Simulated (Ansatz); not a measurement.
`NC#CCO`, relaxed with RKS PBE-D4/def2-SVP in Ansatz from a rough embedded geometry. The force threshold is 0.03 eV/Å; the program also tests the step.

Total charge 0; spin multiplicity 1.

Start:

```xyz
10

N    -0.150   -1.636    1.918
C     0.079   -0.690    0.827
C     0.271    0.064   -0.086
C     0.387    0.921   -1.219
O    -0.774    1.550   -1.590
H     0.527   -2.349    2.013
H    -1.091   -1.998    2.000
H     1.118    1.739   -0.948
H     0.818    0.461   -2.113
H    -1.185    1.937   -0.801
```

Problem. By how much does the energy fall, and how many steps does the optimiser take? (An estimate is asked.)

Solution. The calculation gave: 13.30 kcal/mol, in 8 steps.

Problem. Which bonds change most? (An estimate is asked.)

Solution. Ansatz gave: N1–C2 from 1.462 to 1.346 Å; C4–O5 from 1.371 to 1.425 Å; C3–C4 from 1.426 to 1.461 Å; N1–H6 from 0.988 to 1.023 Å.

Problem. Give the relaxed structure. (An estimate is asked.)

Solution. Ansatz gave: 
```xyz
10

N    -0.312   -1.634    1.804
C    -0.043   -0.816    0.769
C     0.170   -0.071   -0.186
C     0.357    0.914   -1.250
O    -0.735    1.804   -1.459
H     0.342   -1.608    2.591
H    -0.616   -2.583    1.572
H     1.310    1.469   -1.044
H     0.520    0.400   -2.223
H    -0.993    2.126   -0.575
```
